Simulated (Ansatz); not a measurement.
**C₂H₄FNS: basis-set convergence**

An exercise on one series of results from a longer session: the logs are not shown, and one member is left open.

Program: Ansatz 0.2.0, Gaussian basis. Level of theory: one geometry, several basis sets. These are calculated values, not measurements.

Levels to be run: PBE0-D4/def2-SVP; ωB97M-V/def2-SVP; PBE0-D4/def2-QZVPP; ωB97M-V/def2-QZVPP; the functionals' def2-TZVPP values are taken from earlier runs.

## The geometry

All runs share one geometry, relaxed beforehand with PBE0-D4 in a triple-zeta def2 set.

SMILES `N/C=C(/F)S`, 9 atoms, charge 0, spin multiplicity 1.

Atoms are counted from 1 here; the program's logs count them from 0.

Bond lengths: N1–C2 1.374 Å, N1–H6 1.007 Å, N1–H7 1.010 Å, C2–C3 1.335 Å, C2–H8 1.085 Å, C3–F4 1.353 Å, C3–S5 1.737 Å, S5–H9 1.349 Å. Angles: C2–N1–H6 115.4°, C2–N1–H7 114.5°, H6–N1–H7 113.4°, N1–C2–C3 126.0°, N1–C2–H8 116.0°, C3–C2–H8 117.8°, C2–C3–F4 118.7°, C2–C3–S5 124.8°, F4–C3–S5 116.4°, C3–S5–H9 98.7°.

The first run:

in.yaml

```yaml
crystal:
  periodic: [false, false, false]
  atoms:
    - {symbol: N, position_ang: [0.864131, 0.027184, 1.189174]}
    - {symbol: C, position_ang: [0.761412, -0.145366, -0.170574]}
    - {symbol: C, position_ang: [-0.352578, -0.019731, -0.895426]}
    - {symbol: F, position_ang: [-0.314890, -0.350796, -2.206847]}
    - {symbol: S, position_ang: [-1.857565, 0.611998, -0.300055]}
    - {symbol: H, position_ang: [1.750942, 0.374988, 1.514308]}
    - {symbol: H, position_ang: [0.072453, 0.489309, 1.613015]}
    - {symbol: H, position_ang: [1.661268, -0.477975, -0.678057]}
    - {symbol: H, position_ang: [-2.496771, -0.556012, -0.082537]}
basis:
  gaussian: {orbitals: def2-SVP}
hamiltonian: {xc: pbe0, dispersion: d4}
output: {orbitals: {seedname: orbitals}}
```

On the command line:

```sh
ansatz run in.yaml --threads 2 --pin off --events-out ev --progress --plain --max-ram 4352MiB
```

Among the steps run: PBE0-D4 in def2-SVP; ωB97M-V in def2-SVP; PBE0-D4 in def2-QZVPP; ωB97M-V in def2-QZVPP.

One of the session's tables, all rows but one given; the rest of the session is left out.

It belongs to the step «Functionals by basis». 

| functional | basis | HOMO (eV) | LUMO (eV) |
| --- | --- | --- | --- |
| PBE0-D4 | def2-SVP | -5.97 | 0.39 |
| PBE0-D4 | def2-TZVPP | -6.17 | 0.00 |
| PBE0-D4 | def2-QZVPP | -6.22 | -0.13 |
| ωB97M-V | def2-SVP | ? | ? |
| ωB97M-V | def2-TZVPP | -8.34 | 1.97 |
| ωB97M-V | def2-QZVPP | -8.39 | 1.54 |

**Question.** Estimate the row for ωB97M-V, def2-SVP.

As computed: HOMO (eV): -8.11; LUMO (eV): 2.49. In the column «HOMO (eV)» it lies between ωB97M-V, def2-TZVPP (-8.34) and PBE0-D4, def2-QZVPP (-6.22).
